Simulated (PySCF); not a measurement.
# NH⁺: from constants to spectrum

UHF-CCSD(T) constants of NH⁺, ⁴Σ⁻ (quartet), unpaired electrons σ ↑, π ↑↑ (PySCF, spin-free X2C with a Gaussian nucleus, basis sets H jorge-DZP-DKH, N jorge-DZP-DKH; masses 1.0078 and 14.0031 u):

- ωe: 2782.2 cm⁻¹
- ωexe: 83.1 cm⁻¹
- Be: 14.653 cm⁻¹
- αe: 0.677 cm⁻¹
- De to H⁺ + N: 3.72 eV

**Question.** What force constant and bond length do these constants imply?

**Answer.** Reduced mass μred = 0.94016 u; k = 5.8918×10⁻⁷·μred·ωe² (u, cm⁻¹, mdyn/Å) = 4.29 mdyn/Å; Re = √(16.8576/(μred·Be)) (u, cm⁻¹, Å) = 1.106 Å.

**Question.** Estimate the centrifugal constant D from the Kratzer relation and find the Dunham coefficient a1.

**Answer.** D = 4Be³/ωe² = 0.00163 cm⁻¹; a1 = −1 − αeωe/(6Be²) = -2.46.

Correlated steps freeze 1 core orbital. Correlated levels converge slowly with the basis: in double zeta they bind strong bonds too weakly, by up to about 1 eV, and carry superposition errors of some tenths. For an ion De counts to the pair picked by the measured ionisation energies or electron affinities, which need not be the lowest pair at this level. The state is the lowest determinant that a PBE0 search found; another state may lie lower at other levels.
